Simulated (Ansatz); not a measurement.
Naphthalene C₁₀H₈, treated with PBEsol (PAW; Ansatz, a first-principles code).

Run with plane-wave cutoff 500 eV, 4×4×4 k mesh, gaussian smearing 0.02 eV, scalar-relativistic PAW data made under PBE.

Computed at the level's own relaxed cell.

Question: Predict the equilibrium volume per atom.

Answer: 
- equilibrium volume per atom = 10.49 Å³/atom

Measured, for comparison: equilibrium volume per atom 9.47 Å³/atom (10 K, zero-point motion not removed, unit-cell volume / atoms in the cell; as tabulated in Loboda et al. (2018), arXiv:1809.09959). Computed (rounded) less measured: equilibrium volume per atom +10.8 %. For the largest miss, another phase or state or a fault of the measured value is possible beside the level's own.

Note: the cell comes from a level without a dispersion term, which matters for the spacing of layers, chains or molecules; the volume lies 11 % above that of the published cell.

The result took about 22 core-minutes (a rough figure).
